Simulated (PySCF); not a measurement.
## Telling isomers of C₃H₉N apart by NMR

Theory: spin–spin couplings from B3LYP/pcJ-1 (spin–dipole term left out of most H,H and C,H couplings), geometry from GFN2-xTB, NMR shieldings at PBE0/pcSseg-1/GIAO, in PySCF 2.14.0 with density-fitted response routines (a single conformation, fast rotation and ring inversion assumed for equivalent nuclei, relativity neglected, isolated molecule).

Chemical shifts δ = σref − σ; ¹H and ¹³C vs TMS, all at this level. Multiplet labels drop J under 1 Hz and among equivalent protons, and merge close values. Unscaled 3J(H,H) run several per cent high. Shifts are as computed. Against solution values, carbons near 30 ppm lie about +3 ppm off and those near 130 ppm about +5 ppm. Of 1211 compounds with measured shifts, 218 miss one by over three times the rms of a fit or turn the order of signals round; such compounds aren't used in these exercises. OH and NH positions are gas-phase values without hydrogen bonding to other molecules.

(1) Tabulate the signals of `CC(C)N`, `CCNC` and their relative energies.

(2) What is the quickest way to tell CC(C)N from CCNC?

Answers

(1) 
```json
{"SMILES": "CC(C)N", "carbon types": "1×CH 2×CH3", "δC": "47.2, 27.1", "δH": "3.41 (sept, 1H), 1.03 (d, 6H), 0.70 (br s, 2H)", "E rel. (kcal/mol)": "0.0"}
{"SMILES": "CCNC", "carbon types": "1×CH2 2×CH3", "δC": "51.6, 40.3, 18.3", "δH": "2.63 (s, 3H), 2.59 (q, 2H), 1.18 (t, 3H), -0.46 (br s, 1H)", "E rel. (kcal/mol)": "7.4"}
```

Energies are electronic energies at PBE0/pcSseg-1 on these geometries, without zero-point or thermal terms, each for the one conformer computed, which needn't be the lowest.

(2) Count the carbon signals: 2 against 3. The first has an sp3 CH bonded to N at 47.2 ppm, the second an sp3 CH2 bonded to N at 51.6 ppm. In the proton spectra the most deshielded non-exchanging signals are 3.41 (sept, J = 6.3 Hz, 1H) and 2.63 (s, 3H).
